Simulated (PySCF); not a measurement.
Gas-phase reaction: B2H6 + N2 = H2BNH2 + HBNH

Computed with PySCF and rigid-rotor harmonic-oscillator thermochemistry at 1 bar. † marks an energy on the PBE0/def2-TZVP geometry and frequencies; other levels use their own. CCSD(T) freezes the core. 6-31G* has spherical d functions here. All species are closed-shell singlets. B3LYP is the form with VWN-RPA correlation. H2BNH2, HBNH: computed as isolated molecules; such fragments, hydroxides, amides, oligomers or adducts are transient or little studied in the gas. CCSD(T) isn't extrapolated to the basis-set limit; its ΔH°(298 K) is -62.0 kJ in def2-SVP and -61.4 kJ in def2-TZVPP. The harmonic model lacks anharmonicity and excited electronic states, which grow with temperature; levels with a mode under 35 cm⁻¹ are left out.

```tsv
level	ΔE electronic, kJ	ΔH°(298 K), kJ	ΔS°(298 K), J/K	ΔG°(1000 K), kJ
B3LYP/6-31G*	-78	-66	15	-85
B3LYP/def2-TZVP†	-106	-92	14	-110
BLYP/def2-TZVP†	-103	-90	14	-107
CCSD(T)/def2-SVP†	-75	-62	14	-80
CCSD(T)/def2-TZVPP†	-75	-61	14	-79
HF/def2-TZVP†	-84	-70	14	-88
M06-2X/def2-TZVP†	-93	-79	14	-97
PBE/def2-SVP	-101	-86	12	-101
PBE0/def2-TZVP	-90	-77	14	-94
ωB97M-V/def2-TZVP†	-91	-78	14	-95
```
ΔH° is lowest at B3LYP/def2-TZVP† and highest at CCSD(T)/def2-TZVPP†. No reference value is set beside these.
